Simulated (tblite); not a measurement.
# H3MgN: the cost of one run

Computed with tblite 0.8.0 and PySCF 2.14.0; each step states its level. No surroundings beyond the atoms listed, unless a continuum is named. Atoms count from 0, parts from 1.

## 1. Starting point

5 atoms, charge 2, multiplicity 1; geometry: rigid parts in contact. Parts: 1 = atom 0, `[Mg+2]`, charge 2; 2 = atoms 1–4, `N`, charge 0.

## 2. Search for minima with GFN2-xTB

What the job is given:

```
{"job": {"kind": "dock", "xc": "GFN2-xTB", "basis": "xTB"}, "charge": 2, "multiplicity": 1, "parts": [{"atoms": "0-0", "charge": 2, "multiplicity": 1}, {"atoms": "1-4", "charge": 0, "multiplicity": 1}]}
Mg     0.000000     0.000000     0.000000
N     -0.346760    -2.158923    -1.655716
H     -1.226963    -2.602233    -1.888564
H      0.030869    -1.760535    -2.506718
H      0.289750    -2.883602    -1.347086
```

With the program's defaults for keys left out, this is: GFN2-xTB search for minima from random contacts, gas phase.

Run with:

```
$ OMP_NUM_THREADS=1 python cluster_run.py task.json out
```

This one command runs all jobs of the session in turn.

**Question.** How long does this first job take on 1 thread of Arm Neoverse N1, shared host?

About 7.7 s.
